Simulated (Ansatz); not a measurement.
Basis-set extrapolation for C$_{4}$H$_{6}$O, SMILES `C=CC(=C)O` (PBE0-D4/def2-TZVP geometry, frozen core, Ansatz 0.2.0). Multiplicity 1, RHF reference.

```tsv
	def2-TZVPP	def2-QZVPP
HF	-229.875327	-229.885852
MP2 correlation	-0.883501	-0.944117
CCSD(T) correlation	-0.957137	not run
```

Energies in hartree. Use E(X) = E(∞) + A·exp(−7.88·√X) for Hartree–Fock and E(X) = E(∞) + B·X^(−2.97) for correlation, with X = 3 and 4, and add CCSD(T) minus MP2 of the smaller set to the MP2 limit.

**Question.** What is the CCSD(T) energy at the basis-set limit?

**Answer.** HF limit: -229.885852 + (-0.010525) × 0.13774 = -229.88730. MP2 limit: -0.944117 + (-0.060616) × 0.74074 = -0.98902. Higher-order term: -0.957137 − (-0.883501) = -0.07364. Total: -230.94996 hartree, 308.5 kJ/mol below CCSD(T)/def2-TZVPP.
